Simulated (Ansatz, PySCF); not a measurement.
Reaction: F2 (molecular fluorine, SMILES FF) → F2+ (parent SMILES FF, doublet) + e-
Each species at its own B3LYP-D3(BJ)/def2-TZVP minimum (Ansatz, an electronic-structure program).

Total energies in hartree (Ansatz). UHF or UKS for unpaired electrons; spin-orbit terms are left out. Cores are frozen in correlated methods. No relativity. The restricted determinant of F2 (FF, singlet) is unstable towards broken spin symmetry in at least one set run. The determinant of F2+ (parent SMILES FF, doublet) is a saddle point of the SCF energy; a lower one exists, which strains HF and MP2.

```csv
species,HF/cc-pVTZ,CCSD(T)/cc-pVTZ,HF/cc-pVQZ,CCSD(T)/cc-pVQZ,CCSDT(Q)/cc-pVTZ
"1: F2 (molecular fluorine, SMILES FF)",-198.75395,-199.29590,-198.77020,-199.35875,-199.29741
"2: F2+ (parent SMILES FF, doublet)",-198.19142,-198.72649,-198.20927,-198.78425,-198.72937
```

### Question
Work out the adiabatic ionisation energy (0 K, zero-point energies from PySCF's Hessians at B3LYP-D3(BJ)/def2-TZVP) in eV: take Hartree-Fock from cc-pVQZ, extrapolate the CCSD(T) correlation energy as X^-3 (X = 3, 4), and add CCSDT(Q) - CCSD(T) in cc-pVTZ. The further terms named in the bracket sum to +0.00042 hartree. 1 hartree = 27.211 eV.

### Answer

Species 1: correlation (64·(-0.58855) - 27·(-0.54195))/37 = -0.62256; step -0.00151; E1 = -198.77020 + (-0.62256) + (-0.00151) = -199.39427
Species 2: correlation (64·(-0.57498) - 27·(-0.53507))/37 = -0.60410; step -0.00288; E2 = -198.20927 + (-0.60410) + (-0.00288) = -198.81625
-1·E1 +1·E2 +0.00042 = 0.57844 hartree = 15.74 eV. Measured: 15.70 eV (CCCBDB table in ASE). The composite differs from it by +0.04 eV; core, relativistic and spin-orbit terms are not in it.
